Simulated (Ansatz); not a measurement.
Born–Oppenheimer molecular dynamics of Al2H6O (9 atoms, charge 0, multiplicity 1). It starts at the highest image of a converged band. Of that band: Beside the main top the profile has a ripple of under 15 meV (maxima at images 4, 7), which may be a very shallow well or noise. A vibrational analysis at the climbing image gives 2 clearly imaginary modes (1015i, 166i cm⁻¹): a point of higher order, so a lower path passes nearby.

These are results of RKS revPBE-D4/def2-SVP in Ansatz 0.2.0, not measurements.

```yaml
ensemble: NVE (velocity Verlet)
time_step: 0.5 fs
steps_asked: 198
starting_velocities_drawn_for: 300 K
seed: 2244
```

First frame:

```xyz
9
Properties=species:S:1:pos:R:3
Al 0.140 -0.019 -0.026
H -0.139 -0.189 1.708
H 1.686 0.208 -0.359
H -1.043 0.792 -0.734
O -0.305 -1.859 0.270
Al -0.796 -3.514 -0.047
H 0.352 -4.613 -0.142
H -2.355 -3.805 -0.201
H -0.312 -1.211 1.272
```

(1) What does the run give?

(2) What happens to the structure?

(3) How do temperature and energy run in time?

## Answers

(1) The run went to its last step.

```
steps done                                               : 198
time covered                                             : 99 fs
mean temperature over the second half                    : 869 K
spread of the potential energy over the second half      : 11.4 meV per atom
mean potential energy of the second half above the start : -57.2 meV per atom
```

The conserved energy stayed within 0.21 meV per atom of its start (net change -0.18 meV per atom), so the integration is sound. The system heated up, since it started high on the potential surface and ran downhill. A run of 0.099 ps of so small a system gives no equilibrium averages. The orbitals stay closed-shell, which can raise the energy where a bond breaks towards radicals; this wasn't checked here.

(2) The step under study would form Al1–O5, H2–H9 and break Al1–H2, O5–H9. These pairs go: Al1–O5 1.92 → 1.70 Å, H2–H9 1.13 → 0.74 Å, Al1–H2 1.77 → 6.18 Å, O5–H9 1.19 → 7.84 Å. In the last frame they stand as after the step (other bonds may differ from the relaxed reactants and products). Also parted: Al1–H9 1.82 → 6.85 Å. It ends as Al2H4O + H2. Pairs count as bonded within 1.25 times the sum of covalent radii (0.12 Å more for H–H). The details hang on the random start.

(3) 
| time (fs) | T (K) | potential energy less start (eV) | conserved less start (meV/atom) |
| --- | --- | --- | --- |
| 0.0 | 300 | 0.000 | 0.00 |
| 8.0 | 174 | 0.114 | 0.03 |
| 16.0 | 355 | -0.050 | -0.03 |
| 24.0 | 774 | -0.428 | 0.06 |
| 32.0 | 1130 | -0.753 | -0.18 |
| 40.0 | 1138 | -0.759 | -0.16 |
| 48.0 | 952 | -0.591 | -0.14 |
| 56.0 | 937 | -0.577 | -0.13 |
| 64.0 | 1066 | -0.695 | -0.15 |
| 72.0 | 872 | -0.519 | -0.16 |
| 80.0 | 733 | -0.393 | -0.17 |
| 88.0 | 840 | -0.490 | -0.19 |
| 96.0 | 1006 | -0.641 | -0.21 |

Time of the run: 8.2 min on 1 thread of AMD EPYC 7R43 64-Core Processor (Zen 3), with other jobs on the host, peak memory 0.17 GiB.
